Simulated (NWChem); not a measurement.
System: disulfur (S₂, triplet); SMILES S=S

NWChem printed, in part:

```
             Northwest Computational Chemistry Package (NWChem) 7.3.0
             --------------------------------------------------------

                             Geometry "geometry" -> ""
                             -------------------------

 Output coordinates in angstroms (scale by  1.889725989 to convert to a.u.)

  No.       Tag          Charge          X              Y              Z
 ---- ---------------- ---------- -------------- -------------- --------------
    1 S                   16.0000     0.00000000     0.00000000     0.96338500
    2 S                   16.0000     0.00000000     0.00000000    -0.96338500

 Effective nuclear repulsion energy (a.u.)      70.3090538798

                                 NWChem DFT Module
                                 -----------------

 Summary of "ao basis" -> "ao basis" (spherical)
 ------------------------------------------------------------------------------
       Tag                 Description            Shells   Functions and Types
 ---------------- ------------------------------  ------  ---------------------
 S                        aug-cc-pvdz               11       27   5s4p2d

            General Information
            -------------------
          SCF calculation type: DFT
          Wavefunction type:  spin polarized.
          No. of atoms     :     2
          No. of electrons :    32
           Alpha electrons :    17
            Beta electrons :    15
          Charge           :     0
          Spin multiplicity:     3
          Use of symmetry is: off; symmetry adaption is: off
          Maximum number of iterations: 150
          AO basis - number of functions:    54
                     number of shells:    22
          Convergence on energy requested:  1.00D-06
          Convergence on density requested:  1.00D-05
          Convergence on gradient requested:  5.00D-04

              XC Information
              --------------
                         B3LYP Method XC Potential
                     Hartree-Fock (Exact) Exchange  0.200
                        Slater Exchange Functional  0.800 local
                    Becke 1988 Exchange Functional  0.720 non-local
              Lee-Yang-Parr Correlation Functional  0.810
                  VWN I RPA Correlation Functional  0.190 local

[...]

                                NWChem TDDFT Module
                                -------------------

            General Information
            -------------------
           No. of orbitals :     108
            Alpha orbitals :      54
             Beta orbitals :      54
        Alpha frozen cores :       0
         Beta frozen cores :       0
     Alpha frozen virtuals :       0
      Beta frozen virtuals :       0
         Spin multiplicity :       3
    Number of AO functions :      54
        Use of symmetry is : off
      Symmetry adaption is : off
         Schwarz screening :  0.10D-07

              XC Information
              --------------
                  B3LYP Method XC Potential
              Hartree-Fock (Exact) Exchange   0.20
                 Slater Exchange Functional   0.80 local
             Becke 1988 Exchange Functional   0.72 non-local
       Lee-Yang-Parr Correlation Functional   0.81
           VWN I RPA Correlation Functional   0.19 local

             TDDFT Information
             -----------------
          Calculation type : Tamm-Dancoff TDDFT
         Wavefunction type : Unrestricted
          No. of electrons :      32
           Alpha electrons :      17
            Beta electrons :      15
              No. of roots :       8
          Max subspacesize :    5600
            Max iterations :     100
               Target root :       1
           Target symmetry : none
      Symmetry restriction : off
                 Algorithm : Optimal
        Davidson threshold :  0.10D-03

    8 smallest eigenvalue differences (eV)
--------------------------------------------------------
  No. Spin  Occ  Vir  Irrep   E(Occ)    E(Vir)   E(Diff)
--------------------------------------------------------
    1    2   15   16 a        -0.331    -0.148     5.003
    2    2   15   17 a        -0.331    -0.148     5.003
    3    2   14   16 a        -0.331    -0.148     5.003
    4    2   14   17 a        -0.331    -0.148     5.003
    5    1   17   18 a        -0.254    -0.031     6.088
    6    1   16   18 a        -0.254    -0.031     6.088
    7    2   13   16 a        -0.383    -0.148     6.413
    8    2   13   17 a        -0.383    -0.148     6.413
--------------------------------------------------------

  Entering Davidson iterations
  Unrestricted

  Iter   NTrls   NConv    DeltaV     DeltaE      Time
  ----  ------  ------  ---------  ---------  ---------
    1      8       0     0.24E+00   0.10+100        5.7
    2     16       0     0.33E-01   0.86E-01        6.3
    3     24       1     0.64E-02   0.20E-02        6.3
    4     31       3     0.11E-02   0.69E-04        6.3
    5     36       7     0.37E-03   0.25E-05        5.4
    6     37       8     0.76E-04   0.12E-06        3.8
  ----  ------  ------  ---------  ---------  ---------
  Convergence criterion met

  Ground state a        -796.410896083132 a.u.
  <S2> =   2.0075

  ----------------------------------------------------------------------------
  Root   1         a              0.118368146 a.u.                3.2210 eV
  <S2> =   2.0071
  ----------------------------------------------------------------------------
     Transition Moments    X -0.00000   Y -0.00000   Z -0.00000
     Dipole Oscillator Strength                    0.0000000000
     Electric Quadrupole                           0.0000000000
     Magnetic Dipole                               0.0000000000
     Total Oscillator Strength                     0.0000000000

[...]
```

Level: B3LYP/aug-cc-pVDZ, spin-unrestricted, TDA. Structure relaxed at the B3LYP/6-31G* (spherical d), spin-unrestricted level. No stability test was run on the SCF state.

### Question
Reconstruct the input file.

### Answer
Several could match; the one computed here: the input that was run:
```
start job
memory heap 200 mb stack 900 mb global 1100 mb
geometry units angstroms noautosym nocenter noautoz
  S      0.000000     0.000000     0.963385
  S      0.000000     0.000000    -0.963385
end
basis spherical
  * library aug-cc-pvdz
end
dft
  odft
  mult 3
  xc b3lyp
  iterations 150
end
tddft
  cis
  nroots 8
end
task tddft energy
```
